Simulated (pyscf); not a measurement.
PySCF, gas phase, ωB97X-D3(BJ)/def2-SVP geometries.

Problem. ZnH₂ + hydrogen chloride (HCl) -> Cl–ZnH + hydrogen (H₂)
Surface: singlet. Broken: H–Zn, Cl–H. Formed: Cl–Zn, H–H. Give ΔE‡ and ΔE from ωB97M-D3(BJ)/def2-TZVP, relative to the separated reactants.

Solution. ΔE‡ = 0.31 eV, ΔE = -1.27 eV. Zero-point energy shifts the barrier by +0.01 eV. It is a four-centre exchange, with an imaginary mode of 944i cm⁻¹. On the reactant side the descent ends in a complex, 0.18 eV under the separated species and 0.39 eV under the saddle at ωB97X-D3(BJ)/def2-TZVP. At ωB97X-D3(BJ)/def2-TZVP the barrier from the zero used here is 0.21 eV. One saddle was located; it need not be the lowest between these sides. Elements up to Kr have no core potential and no relativistic terms here.
